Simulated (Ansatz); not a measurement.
Saddle point of CH$_{5}$BO, singlet (CH₅BO ([CH3][BH][OH]) → BHO ([BH][O]) + CH₄; bonds formed: C2–H4; bonds broken: B1–C2, O3–H4), PBE0-D4/def2-TZVP structure:

```json
{"atom": "B1", "x (Å)": "-0.7917", "y (Å)": "-0.2617", "z (Å)": "-0.6427"}
{"atom": "C2", "x (Å)": "0.5170", "y (Å)": "0.3412", "z (Å)": "0.4545"}
{"atom": "O3", "x (Å)": "-0.6766", "y (Å)": "-1.5278", "z (Å)": "-0.8183"}
{"atom": "H4", "x (Å)": "0.2235", "y (Å)": "-0.8741", "z (Å)": "-0.0143"}
{"atom": "H5", "x (Å)": "-1.4957", "y (Å)": "0.6474", "z (Å)": "-0.9784"}
{"atom": "H6", "x (Å)": "1.3289", "y (Å)": "-0.2153", "z (Å)": "0.9451"}
{"atom": "H7", "x (Å)": "0.9789", "y (Å)": "1.0922", "z (Å)": "-0.1859"}
{"atom": "H8", "x (Å)": "-0.0842", "y (Å)": "0.7980", "z (Å)": "1.2400"}
```

Energies are electronic, without zero-point energy. Barriers and step energies count from the start structure reached by relaxing down the imaginary mode; all methods use the PBE0-D4 structures, on which another method's saddle can fall below an end. Computed with Ansatz 0.2.0 (basis: def2-TZVPP, with def2-QZVPP for the basis limit); correlated methods freeze the cores. B3LYP uses VWN-RPA correlation. Extrapolation: Hartree–Fock as exp(−7.88 √X), correlation as X^−2.97.

| method | barrier (kJ/mol) | step energy (kJ/mol) |
| --- | --- | --- |
| SPW92 | 220.7 | 84.1 |
| PBE-D4 | 229.4 | 47.8 |
| BLYP-D4 | 241.2 | 24.3 |
| r2SCAN-D4 | 245.6 | 52.1 |
| B97M-V | ? | 48.9 |
| PBE0-D4 | 254.1 | 62.1 |
| B3LYP-D4 | ? | 39.2 |
| r2SCAN0-D4 | 263.1 | 63.3 |
| BHLYP-D4 | 289.1 | 54.1 |
| CAM-B3LYP-D4 | 267.9 | 47.8 |
| wB97X-V | 266.5 | 53.1 |
| wB97M-V | 262.7 | 48.3 |
| B2PLYP | 260.7 | 34.6 |
| PBE-QIDH | 265.3 | 59.9 |
| RPA on PBE | ? | 32.3 |
| HF | 332.1 | 46.3 |
| MP2 | 255.2 | 35.9 |
| CCSD | 279.3 | 44.9 |
| CCSD(T) | 266.3 | 41.0 |

(1) Fill in the withheld barriers. (An estimate is asked for; the value comes from the calculation.)

The T1 diagnostic stays at or below 0.016.

## Answers

(1) By the calculation: RPA on PBE 262.1; B97M-V 261.5; B3LYP-D4 260.4 kJ/mol. Each is the energy of the saddle less that of the start structure, by the same method.

For comparison, the barrier by CCSD(T) at an estimated basis limit (MP2 extrapolated from triple and quadruple zeta, plus CCSD(T) − MP2 in triple zeta) is 265.5 kJ/mol.

Labels in which every atom is bracketed show which atoms are joined, not bond orders.

For scale, one of the runs: CCSD(T)/def2-TZVPP, 163 basis functions, launched by `ansatz run in.yaml --threads 2 --pin off --events-out ev --progress --plain --max-ram 4352MiB`. Time: 18 s of wall clock on 2 CPU threads of an Arm Neoverse V2; the host was shared. Peak host memory: 1.3 GiB.
